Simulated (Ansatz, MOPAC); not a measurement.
Molecule: C$_{2}$H (charge 0, doublet). SMILES: [C]#C

Atoms: C1, C2, H3. Bonds: C1-C2, C1-H3.

Bond lengths (Å) and angles (degrees) optimised at AM1 with MOPAC; PM3 with MOPAC; PM7 with MOPAC; PBE/6-31G* with Ansatz (an electronic-structure program); B3LYP/6-31G* with Ansatz; MP2/6-31G* with Ansatz, each started from the B3LYP-D3(BJ)/def2-TZVP structure (Ansatz) of the last column. A row stands for all coordinates that are equal there. 6-31G* holds six Cartesian d functions. At B3LYP/6-31G* the structure is a saddle point. No wavenumbers were computed at PM3, PBE/6-31G*, MP2/6-31G*, so these may be saddle points.

```json
[
 {"coordinate": "C1-C2", "AM1": "1.191", "PM3": "1.290", "PM7": "1.201", "PBE/6-31G*": "1.220", "B3LYP/6-31G*": "1.209", "MP2/6-31G*": "1.181", "B3LYP-D3(BJ)/def2-TZVP": "1.200"},
 {"coordinate": "C1-H3", "AM1": "1.064", "PM3": "1.067", "PM7": "1.031", "PBE/6-31G*": "1.076", "B3LYP/6-31G*": "1.068", "MP2/6-31G*": "1.065", "B3LYP-D3(BJ)/def2-TZVP": "1.064"},
 {"coordinate": "C2-C1-H3", "AM1": "180.0", "PM3": "180.0", "PM7": "180.0", "PBE/6-31G*": "180.0", "B3LYP/6-31G*": "180.0", "MP2/6-31G*": "180.0", "B3LYP-D3(BJ)/def2-TZVP": "180.0"}
]
```

Mean signed difference of all 2 bond lengths from B3LYP-D3(BJ)/def2-TZVP: AM1 -0.005 Å, PM3 0.046 Å, PM7 -0.016 Å, PBE/6-31G* 0.016 Å, B3LYP/6-31G* 0.006 Å, MP2/6-31G* -0.009 Å.
